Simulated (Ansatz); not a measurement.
# AlNH3 (SMILES [NH2][AlH]) at UCCSDT/STO-3G

Aim: the energy change on altering one bond length of AlNH3 at UCCSDT/STO-3G, from 2 runs. 

Program for the calculation: Ansatz 0.2.0.

52 further runs of the same task are left out: 52 set aside as unsound or not needed.

### Step 1. The system as given

AlNH3: 5 atoms, total charge 0, spin state doublet. As SMILES, `[NH2][AlH]`. The coordinates come from a PBE0-D4/def2-TZVP relaxation. This is one conformer, not always the lowest.

Bond lengths: N1–Al2 1.774 Å, N1–H3 1.007 Å, N1–H4 1.009 Å, Al2–H5 1.604 Å. Angles: N1–Al2–H5 115.7°, Al2–N1–H3 125.4°, Al2–N1–H4 124.3°, H3–N1–H4 110.2°.

### Step 2. The energy at UCCSDT/STO-3G

input.yaml reads:

```yaml
basis:
  gaussian: {orbitals: STO-3G}
crystal:
  periodic: [false, false, false]
  atoms:
    - {symbol: N, position_ang: [-0.116600, -0.660800, 0.175100]}
    - {symbol: Al, position_ang: [0.836600, 0.833900, 0.120800]}
    - {symbol: H, position_ang: [0.148500, -1.505300, 0.655500]}
    - {symbol: H, position_ang: [-1.010300, -0.782800, -0.277400]}
    - {symbol: H, position_ang: [0.191800, 2.041400, -0.715400]}
correlation: {method: ccsdt, frozen_orbitals: {Al: 5, H: 0, "N": 1}}
accuracy: high
magnetization: {spin_polarized: true, initial_magnetization: 1}
scf: {omitted_lower_state_checks: [cluster_reference, increment]}
```

The run is started by

```
$ ansatz run input.yaml --threads 1 --pin off --max-ram 2610MiB --events-out events.jsonl --progress --plain --runs-dir runs
```

Output, shortened:

```text
Warning: RAYON_NUM_THREADS=1 ignored (pool sized by the plan → 1); use --threads N
Functional definition: HF
  name "HF"
[...]
288 factors; integrals over basis functions are off by at most 1.1e-8 eV
[...]
mean field -8012.22239226 eV, -294.4437420362 hartree, gradient 9.0e-8 eV, S^2 0.756016; 0 other end points of the search recorded, 0 dependent functions left out
6 core orbitals not correlated: weight in the atoms' cores, before any rotation towards them, 1.000 or more for the frozen orbitals, at most 0.000 for the correlated occupied ones
reference -8012.22239226 eV, -294.4437420362 hartree; 6, 5 occupied and 5, 6 virtual orbitals, 288 factors
second order -1.76553197 eV of doubles, -0.00000000 eV of singles
cycle   1  -2.12348272 eV  change   -3.6e-1 eV  update   7.0e-2
[...]
cycle  26  -2.43878465 eV  change    1.1e-9 eV  update  8.5e-10
Total energy: -8014.66117691 eV, -294.5333657191 hartree
Checks for a lower state left out: cluster_reference, increment
```

It took 0.7 s on 1 thread of Intel Xeon Platinum 8259CL at 2.50GHz (Skylake/Cascade Lake), shared host.

### Step 3. The distorted shape

input.yaml reads:

```yaml
basis:
  gaussian:
    orbitals: STO-3G
crystal:
  periodic: [false, false, false]
  atoms:
    - symbol: "N"
      position_ang: [0.106816, -0.630301, 0.288220]
    - symbol: Al
      position_ang: [1.060016, 0.864399, 0.233920]
    - symbol: H
      position_ang: [0.371916, -1.474801, 0.768620]
    - symbol: H
      position_ang: [-1.010300, -0.782800, -0.277400]
    - symbol: H
      position_ang: [0.415216, 2.071899, -0.602280]
total_charge: 0
magnetization:
  spin_polarized: true
  initial_magnetization: 1
correlation:
  method: ccsdt
  frozen_orbitals: {Al: 5, H: 0, "N": 1}
accuracy: high
scf:
  omitted_lower_state_checks: [cluster_reference, increment]
```

The run is started by

```
$ ansatz run input.yaml --threads 1 --pin off --max-ram 2610MiB --events-out events.jsonl --progress --plain --runs-dir runs
```

Output, shortened:

```text
Warning: RAYON_NUM_THREADS=1 ignored (pool sized by the plan → 1); use --threads N
Functional definition: HF
  name "HF"
[...]
288 factors; integrals over basis functions are off by at most 1.4e-8 eV
[...]
mean field -8011.09699430 eV, -294.4023844241 hartree, gradient 2.0e-8 eV, S^2 0.758414; 0 other end points of the search recorded, 0 dependent functions left out
6 core orbitals not correlated: weight in the atoms' cores, before any rotation towards them, 1.000 or more for the frozen orbitals, at most 0.000 for the correlated occupied ones
reference -8011.09699430 eV, -294.4023844241 hartree; 6, 5 occupied and 5, 6 virtual orbitals, 288 factors
second order -2.03702022 eV of doubles, -0.00000000 eV of singles
cycle   1  -2.45939594 eV  change   -4.2e-1 eV  update   7.9e-2
[...]
cycle  28  -2.85545322 eV  change   5.6e-10 eV  update  6.0e-10
Total energy: -8013.95244752 eV, -294.5073203944 hartree
Checks for a lower state left out: cluster_reference, increment
```

Wall time 0.74 s (1 thread of Intel Xeon Platinum 8259CL at 2.50GHz (Skylake/Cascade Lake), shared host).

### Step 4. Summary of results

Level: UCCSDT/STO-3G, 6 core orbitals frozen.

| quantity | value |
| --- | --- |
| first shape: total energy | -294.53337 Eh |
| first shape: correlation energy (6 core orbitals frozen) | -89.6 mEh |
| first shape: ⟨S²⟩ of the reference determinant | 0.756 |
| first shape: T1 diagnostic | 0.018 |
| distorted shape: total energy | -294.50732 Eh |
| distorted shape: correlation energy (6 core orbitals frozen) | -104.9 mEh |
| distorted shape: ⟨S²⟩ of the reference determinant | 0.758 |
| distorted shape: T1 diagnostic | 0.020 |
| energy change with the N1–H4 bond stretched from 1.009 to 1.261 Å | 0.709 eV |

**Reading.** With the N1–H4 bond stretched from 1.009 to 1.261 Å the energy rises by 0.71 eV (16.3 kcal/mol). The first shape isn't relaxed at this level, so the change isn't measured from a minimum. The minimal basis adds a large error of its own.
